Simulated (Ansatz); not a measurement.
# Basis-set limit of SiH4S, triplet

```yaml
atoms:
  - { symbol: Si, position_ang: [-1.8490, 0.0000, 0.0000] }
  - { symbol: H, position_ang: [-2.3439, 1.3997, 0.0000] }
  - { symbol: H, position_ang: [-2.3439, -0.6999, 1.2122] }
  - { symbol: H, position_ang: [-2.3439, -0.6999, -1.2122] }
  - { symbol: H, position_ang: [-0.0110, 0.0000, 0.0000] }
  - { symbol: S, position_ang: [1.8410, 0.0000, 0.0000] }
```

Connectivity, by distances: SiH3 ··· S ··· H.

Ansatz 0.2.0, UHF determinant, valence electrons correlated. Energies in eV.

```csv
set,X,functions,Hartree–Fock,MP2 correlation,CCSD(T) correlation,time
def2-TZVPP,3,140,-18741.0130,-7.4439,-9.1974,3.9 s on 1 × NVIDIA H100 80GB HBM3 with 1 thread of AMD EPYC 7R13 Processor (Zen 3) (shared host)
def2-QZVPP,4,260,-18741.5693,-8.0504,-9.7460,10 s on 1 × NVIDIA H100 80GB HBM3 with 1 thread of AMD EPYC 7R13 Processor (Zen 3) (shared host)
```

Hartree–Fock is taken to follow E(X) = E∞ + A·exp(−7.88·√X), correlation E(X) = E∞ + B·X^−2.97.

Cautions: lower spins were not checked.

Q: Work out the CCSD(T) energy at the limit, and how far the shortcut misses it that extrapolates MP2 and adds CCSD(T) minus MP2 from the smaller set.

A: Hartree–Fock: E∞ = E4 + 0.1377·(E4 − E3) = -18741.6460. Correlation: E∞ = E4 + 0.7407·(E4 − E3) = -10.1523 for CCSD(T) and -8.4997 for MP2. The limit is -18751.7982 eV, 0.483 eV below def2-QZVPP. The shortcut gives a correlation energy of -8.4997 + (-1.7535) = -10.2533, 101 meV lower than the direct value.

Past Ne part of the Hartree–Fock step between the two sets comes from the cores, which don't follow the formula, so the 77 meV that it adds to the total can overshoot; that part largely cancels in differences.
